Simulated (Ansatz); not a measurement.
Basis-set extrapolation for `B[SiH2]B` (PBE0-D4/def2-TZVP geometry, frozen core, the Gaussian-basis code of Ansatz). Multiplicity 1, RHF reference.

```csv
,def2-TZVPP,def2-QZVPP
HF,-341.745224,-341.756660
MP2 correlation,-0.326841,-0.348470
CCSD(T) correlation,-0.395296,not run
```

Energies in hartree. Use E(X) = E(∞) + A·exp(−7.88·√X) for Hartree–Fock and E(X) = E(∞) + B·X^(−2.97) for correlation, with X = 3 and 4, and add CCSD(T) minus MP2 of the smaller set to the MP2 limit.

**Question.** What is the CCSD(T) energy at the basis-set limit?

**Answer.** HF limit: -341.756660 + (-0.011436) × 0.13774 = -341.75824. MP2 limit: -0.348470 + (-0.021629) × 0.74074 = -0.36449. Higher-order term: -0.395296 − (-0.326841) = -0.06845. Total: -342.19118 hartree, 133.0 kJ/mol below CCSD(T)/def2-TZVPP.
